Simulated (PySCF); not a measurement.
Gas-phase reaction: H2BNH2 ⇌ HBNH + 2 H

Method: PySCF energies plus ideal-gas RRHO corrections (1 bar). † marks an energy on the PBE0/def2-TZVP geometry and frequencies; other levels use their own. CCSD(T) freezes the core. 6-31G* has spherical d functions here. Open shells (unrestricted): H (multiplicity 2); the rest are closed-shell singlets. B3LYP is the form with VWN-RPA correlation. H2BNH2, HBNH: computed as isolated molecules; such fragments, hydroxides, amides, oligomers or adducts are transient or little studied in the gas. CCSD(T) isn't extrapolated to the basis-set limit; its ΔH°(298 K) is 542.9 kJ in def2-SVP and 565.3 kJ in def2-TZVPP. The harmonic model lacks anharmonicity and excited electronic states, which grow with temperature; levels with a mode under 35 cm⁻¹ are left out.

```
level                ΔE electronic, kJ  ΔH°(298 K), kJ  ΔS°(298 K), J/K  ΔG°(600 K), kJ
-------------------  -----------------  --------------  ---------------  --------------
B3LYP/6-31G*                       623             576              211             445
CCSD(T)/def2-TZVPP†                613             565              211             434
M06-2X/def2-TZVP†                  614             566              211             435
PBE/def2-TZVP†                     599             551              211             420
PBE0/def2-QZVP†                    614             566              211             435
ωB97M-V/def2-TZVP†                 616             568              211             437
```
ΔH° is lowest at PBE/def2-TZVP† and highest at B3LYP/6-31G*. No reference value is set beside these.
